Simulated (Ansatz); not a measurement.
How methods differ on SiHF (SMILES F[SiH])

SiHF has 3 atoms, charge 0, and is taken as a singlet. As SMILES, `F[SiH]`. The coordinates come from a PBE0-D4/def2-TZVP relaxation.

```xyz
3

F    -1.0902    0.0244   -0.6023
Si    0.1868    0.6294    0.1738
H     0.8924   -0.7186    0.4153
```

Each level gives the energy change with the F1–Si2 bond stretched from 1.612 to 2.015 Å (eV). The values are calculated.

```tsv
level	kind	program	value (eV)	less FCI/STO-3G
HF/STO-3G (restricted)	Hartree–Fock	Ansatz	2.04	+0.60
BLYP/STO-3G (restricted)	GGA	Ansatz	1.23	-0.21
B3LYP/STO-3G (restricted)	global hybrid	Ansatz	1.51	+0.07
PBE0/STO-3G (restricted)	global hybrid	Ansatz	1.59	+0.15
CAM-B3LYP/STO-3G (restricted)	range-separated hybrid	Ansatz	1.71	+0.27
wB97X/STO-3G (restricted)	range-separated hybrid	Ansatz	1.70	+0.26
B2PLYP/STO-3G (restricted)	double hybrid	Ansatz	1.64	+0.20
MP2/STO-3G (restricted)	perturbation theory	Ansatz	1.82	+0.38
BCCD(T)/STO-3G (restricted)	coupled cluster or CI	Ansatz	1.53	+0.09
FCI/STO-3G	exact in the basis	Ansatz	1.44	0.00
```

FCI/STO-3G is exact within its basis and frozen core, so for wave-function methods in that basis the difference is their error; functionals converge differently with the basis, so for them it is only a difference. The first shape isn't each level's own minimum. The values span 1.23 to 2.04 eV. All rows use very small basis sets, so none should be taken for the real molecule's value.
